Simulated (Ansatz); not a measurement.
For zinc-blende HgTe, PBE (Ansatz, an electronic-structure program, PAW) gives:

```
Property                   Value
------------------  ------------
lattice constant a       6.650 Å
bulk modulus B0         34.2 GPa
cohesive energy     1.47 eV/atom
```

Problem. What does r²SCANh in Ansatz (plane waves, PAW) give for the same quantities?

Solution. 
- lattice constant a: 6.551 Å (falls by 1.5 %)
- bulk modulus: 42.0 GPa (grows by 23 %)
- cohesive energy: 1.55 eV/atom (goes up by 0.08 eV/atom)

For comparison: lattice constant a 6.46 Å (measured, room temperature, no zero-point or thermal correction; as tabulated in Cava et al. (2013), arXiv:1302.1059); bulk modulus 42.3 GPa (measured, temperature not stated, not corrected to a static lattice; as tabulated in Toher et al. (2017), arXiv:1611.05714).

Changes are worked out from the printed values.

Unless a cell is named, each level is at its own relaxed cell (PBE 36.77, r²SCANh 35.14 Å³/atom).

Levels without +SOC leave out spin–orbit coupling, which shifts energies and cells of such heavy elements.

Ansatz's density-functional and Hartree–Fock values are scalar-relativistic unless marked +SOC, with PAW data made under PBE.
